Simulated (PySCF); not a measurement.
# Stretching CN⁺

Set-up: C STO-3G, N STO-3G; no relativity (PySCF 2.14). Energies in eV from C⁺ + N in their ground configurations at the same level. All curves are PBE0. state 1: ³Π (triplet), unpaired electrons σ ↑, π ↑; state 2: Ms = 0 determinant of mixed spin (⟨S²⟩ near 1.0), unpaired electrons σ ↓, π ↑, a second solution, started from another occupation; state 3: ³Σ⁻ (triplet), unpaired electrons π ↑↑, a second solution, started from another occupation; state 4: Ms = 0 determinant of mixed spin (⟨S²⟩ near 0.9), paired orbitals spin-polarised, a second solution, started from another occupation.

| R (Å) | state 1 | state 2 | state 3 | state 4 |
| --- | --- | --- | --- | --- |
| 1.152 | -2.844 | -2.416 | 0.364 | -3.405 |
| 1.206 | -3.706 | -3.297 | -1.138 | -3.725 |
| 1.260 | -4.180 | -3.790 | -2.207 | -3.728 |
| 1.300 | -4.345 | -3.969 | -2.787 | -3.589 |
| 1.340 | -4.387 | -4.026 | -3.216 | -3.370 |
| 1.380 | -4.335 | -3.989 | -3.521 | -3.101 |
| 1.434 | -4.159 | -3.839 | -3.775 | -2.703 |
| 1.501 | -3.852 | -3.565 | -3.901 | -2.191 |
| 1.581 | -3.505 | -3.205 | -3.851 | -1.603 |
| 1.688 | -3.117 | -2.742 | -3.558 | -0.903 |

Put a parabola through the three lowest points of the state 1 curve and estimate Re, k and ωe (reduced mass 6.462 u; 1 eV/Å² = 0.16022 mdyn/Å; ωe = 1302.8·√(k/μ) cm⁻¹).

Through R = 1.3, 1.34, 1.38 Å the second-order coefficient is 29.4 eV/Å², so Re ≈ 1.338 Å, k ≈ 9.41 mdyn/Å and ωe ≈ 1572 cm⁻¹. A polynomial fit of higher order to the unrounded PBE0 energies gives Re = 1.336 Å, k = 9.72 mdyn/Å, ωe = 1598 cm⁻¹; anharmonicity and rounding make the difference.

The higher-order fit for each curve: state 1: Re = 1.336 Å, ωe = 1598 cm⁻¹, De = 4.39 eV; state 2: Re = 1.342 Å, ωe = 1546 cm⁻¹, minimum 4.03 eV below the ground-state fragments; state 3: Re = 1.519 Å, ωe = 1151 cm⁻¹, minimum 3.91 eV below the ground-state fragments; state 4: Re = 1.233 Å, ωe = 1947 cm⁻¹, minimum 3.76 eV below the ground-state fragments.

⟨S²⟩ of the unrestricted solution departs from its pure value on part of the curve, where spin states mix. For an ion De counts to the pair picked by the measured ionisation energies or electron affinities, which need not be the lowest pair at this level. STO-3G is very small, so such numbers show the basis as much as the molecule. The state was picked by a PBE0 search and need not be the measured ground state.
